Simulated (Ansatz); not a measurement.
Relaxation of C2H7B (10 atoms, charge 0, multiplicity 1), to a largest force component of 0.03 eV/Å in at most 50 steps.

Theory: RKS BLYP-D4/def2-SVP (Ansatz 0.2.0).

```xyz
10
Properties=species:S:1:pos:R:3
B -0.931 -0.339 0.671
H 1.321 0.211 1.236
C 1.815 0.120 0.250
H 1.600 -0.879 -0.177
H 1.455 0.911 -0.435
H 2.912 0.229 0.374
C -1.363 -0.106 -0.796
H -2.122 -0.887 -1.044
H -1.866 0.889 -0.862
H -0.544 -0.149 -1.544
```

Problem. Where does it end, and by what steps?

Solution. The run converged. The force dipped under the threshold on the way, but the program's further checks kept it going. After 16 steps the energy has fallen by 0.148 eV; H10 moved furthest, 0.78 Å.

```tsv
step	energy less start (eV)	largest force component (eV/Å)	accepted
0	0.0000	0.457	yes
1	-0.0835	0.177	yes
2	-0.1275	0.333	yes
3	-0.1405	0.149	yes
4	-0.1429	0.046	yes
5	-0.1431	0.126	yes
6	-0.1442	0.038	yes
7	-0.1446	0.013	yes
8	-0.1449	0.092	yes
9	-0.1454	0.042	yes
10	-0.1460	0.059	yes
11	-0.1461	0.146	yes
12	-0.1470	0.034	yes
13	-0.1473	0.003	yes
14	-0.1476	0.056	yes
15	-0.1478	0.033	yes
16	-0.1479	0.010	yes
```

```xyz
10
Properties=species:S:1:pos:R:3
B -1.404 -0.462 0.787
H 1.222 0.006 0.991
C 1.957 0.217 0.188
H 2.056 -0.671 -0.464
H 1.615 1.082 -0.412
H 2.939 0.452 0.642
C -1.507 -0.204 -0.732
H -2.538 -0.437 -1.085
H -1.281 0.863 -0.957
H -0.782 -0.845 -1.283
```

The run took 50 s on 1 thread of Arm Neoverse N1 (shared host), peak memory 0.13 GiB.
